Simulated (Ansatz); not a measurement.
**fcc Pt**

The numbers are results of PBEsol in Ansatz (PAW), not measurements.

Run with plane-wave cutoff 520 eV, 28×28×28 k mesh, Fermi–Dirac smearing 0.051 eV (set by the program), scalar-relativistic PAW data made under PBE.

Cell: measured lattice: a = b = c = 3.924 Å, α = β = γ = 90.00°.

| Quantity | Value |
|---|---|
| elastic constant C11 | 349 GPa |
| elastic constant C12 | 246 GPa |
| elastic constant C44 | 74.2 GPa |
| Voigt–Reuss–Hill bulk modulus | 281 GPa |
| Voigt–Reuss–Hill shear modulus (Hill average) | 64.1 GPa |
| Young modulus | 179 GPa |
| Poisson ratio | 0.394 |

Measured, for comparison: elastic constant C11 358 GPa, elastic constant C12 254 GPa, elastic constant C44 77.4 GPa (0 K, low-temperature values given for 0 K; zero-point effects included; as tabulated in Li et al. (2021), arXiv:2102.01972). Computed (rounded) less measured: elastic constant C11 -3 %, elastic constant C12 -3 %, elastic constant C44 -4 %.

Note: the cell isn't this level's own, so it is under some stress, which shifts stiffness and frequencies.

Elastic constants are with the ions relaxed.

Spin–orbit coupling is not included.

Ansatz is a first-principles code.
